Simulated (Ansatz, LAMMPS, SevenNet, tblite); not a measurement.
# Lattice parameter a of zinc-blende ZnSe: levels of theory against measurement

Reference value: 5.668 Å (measured, room temperature, no zero-point or thermal correction; as tabulated in Albrecht et al. (1997), arXiv:cond-mat/9706128).

```tsv
level (code)	value (Å)	difference (%)
Stillinger–Weber CdTeZnSeHgS0.sw (LAMMPS)	5.669	+0.02
GFN1-xTB (tblite)	5.868	+3.53
SevenNet-l3i5	5.740	+1.27
LDA (Ansatz)	5.567	-1.78
PBE (Ansatz)	5.733	+1.15
PBE-D4 (Ansatz)	5.659	-0.16
r²SCANh (Ansatz)	5.664	-0.07
```

Leaving aside Stillinger–Weber CdTeZnSeHgS0.sw (doubt noted below): The reference is not for a static lattice or low temperature, so close values are not ranked against it. Off by more than 1.25 %, or 1.75 % on the side where a correction would as a rule narrow the miss (bounds picked here): GFN1-xTB (+3.53 %), LDA (-1.78 %), SevenNet-l3i5 (+1.27 %).

The measured value isn't corrected to a static lattice, so vibrations enter the comparison. A static lattice is as a rule a little smaller than the measured one.  Stillinger–Weber CdTeZnSeHgS0.sw: the potential file covers more elements than this solid holds. GFN1-xTB: the method was fitted mainly to molecules. GFN1-xTB: the run uses a supercell at the zone centre in place of a k mesh. K meshes differ between the levels. Ansatz's density-functional and Hartree–Fock values are scalar-relativistic unless marked +SOC, with PAW data made under PBE.

Empirical potentials (Stillinger–Weber CdTeZnSeHgS0.sw) are fitted to chosen data: where that held the value shown, agreement is built in, and what lay outside the fit can be far off. Machine-learned potentials (SevenNet-l3i5) are trained on DFT data: a solid inside that data is no test of them.

Differences are worked out from the printed values.

Ansatz is a program for electronic structure.
